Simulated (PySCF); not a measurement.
Order these species by their calculated properties.

All species are isolated and taken at one optimised geometry, non-relativistic unless stated. Electronic properties by PySCF.

Dipoles, sizes and rotational constants follow the conformer. The torsions of the flexible species, by atom-mapped SMILES:
- `[CH2:1]=[CH:2][P@@:3]([CH3:4])(=[O:5])[CH:6]([CH3:7])[CH3:8]`: C1–C2–P3–C4 -122°, C2–P3–C6–C7 -66°
- `[CH:1]#[C:2]/[CH:3]=[C:4](\[C:5]#[CH:6])[c:7]1[cH:8][cH:9][cH:10][cH:11][cH:12]1`: C3–C4–C7–C8 151°
- `[N:1]#[C:2][CH2:3][S@:4](=[O:5])[O-:6]`: C2–C3–S4–O5 -99°
- `[CH3:1][CH:2]([CH3:3])/[C:4](=[CH:5]/[Cl:6])[C:7](=[O:8])[Cl:9]`: C1–C2–C4–C5 -19°, C2–C4–C7–O8 -43°
- `[CH2:1]=[CH:2][c:3]1[n:4][cH:5][cH:6][n-:7]1`: C1–C2–C3–N4 180°
- `[CH3:1][CH2:2][n:3]1[n:4][n+:5]([CH3:6])[c:7]([CH3:8])[c:9]1[F:10]`: C1–C2–N3–N4 -101°
- `[CH3:1][CH2:2][C@@H:3]1[CH2:4][P@H:5](=[O:6])[C@H:7]1[CH3:8]`: C1–C2–C3–C4 -67°

The conformers of `N#CCP1(=O)CCSCC1` aren't listed.

Question: Rank by smallest rotational constant, highest first (GFN2-xTB).
A. `C#C/C=C(\C#C)c1ccccc1`
B. `C(C)([P@](C=C)(C)=O)C`
C. `N#CC[S@](=O)[O-]`
D. `CCn1n[n+](C)c(C)c1F`
E. `C(c1c2c(ccc1)C(=C)C=C2)#C`
F. `C=Cc1ncc[n-]1`
G. `C(Cl)(/C(C(C)C)=C\Cl)=O`

Answer: F (1.725 GHz), C (1.554 GHz), B (1.145 GHz), D (0.774 GHz), G (0.662 GHz), E (0.565 GHz), A (0.461 GHz).

Question: Rank by HOMO energy, lowest first (PBE0/pcSseg-1 at GFN2-xTB geometries).
A. `CC1(C)S[SiH2]C=CC1=O` (C6H10OSSi)
B. `CCn1n[n+](C)c(C)c1F` ([C6H11FN3]+)
C. `N#CCP1(=O)CCSCC1` (C6H10NOPS)
D. `CCF` (C2H5F)
E. `CC(C)/C(=C/Cl)C(=O)Cl` (C6H8Cl2O)
F. `C=C[P@@](C)(=O)C(C)C` (C6H13OP)

Answer: B (-12.52 eV), D (-9.29 eV), E (-7.83 eV), F (-7.46 eV), A (-6.95 eV), C (-6.84 eV).

Q: Give the two extremes of that set in hartree.

A: `CCn1n[n+](C)c(C)c1F`: -0.460 Eh; `N#CCP1(=O)CCSCC1`: -0.251 Eh.

Question: Rank by dipole moment, highest first (PBE0/pcSseg-1 at GFN2-xTB geometries).
A. `O=[P@H]1C[C@H]([C@@H]1C)CC` (C6H13OP)
B. `C#C/C=C(\C#C)C1=CC=CC=C1` (C12H8)
C. `FCC` (C2H5F)
D. `C#Cc1cccc2c1C=CC2=C` (C12H8)

Answer: A (4.30 D), C (1.89 D), D (1.26 D), B (0.70 D).

Q: Give the two extremes of that set in atomic units.

A: `C#C/C=C(\C#C)c1ccccc1`: 0.28 au; `CC[C@@H]1C[P@H](=O)[C@H]1C`: 1.69 au.

Question: Rank by HOMO–LUMO gap, lowest first (PBE0/pcSseg-1 at GFN2-xTB geometries).
A. `CC1(C)S[SiH2]C=CC1=O` (C6H10OSSi)
B. `CC([P@](C=C)(C)=O)C` (C6H13OP)
C. `C#Cc1cccc2c1C=CC2=C` (C12H8)
D. `CC(C)/C(=C/Cl)C(=O)Cl` (C6H8Cl2O)
E. `CCF` (C2H5F)
F. `CCn1n[n+](C)c(C)c1F` ([C6H11FN3]+)

Answer: C (4.37 eV), A (5.08 eV), D (5.79 eV), F (6.76 eV), B (6.98 eV), E (10.96 eV).
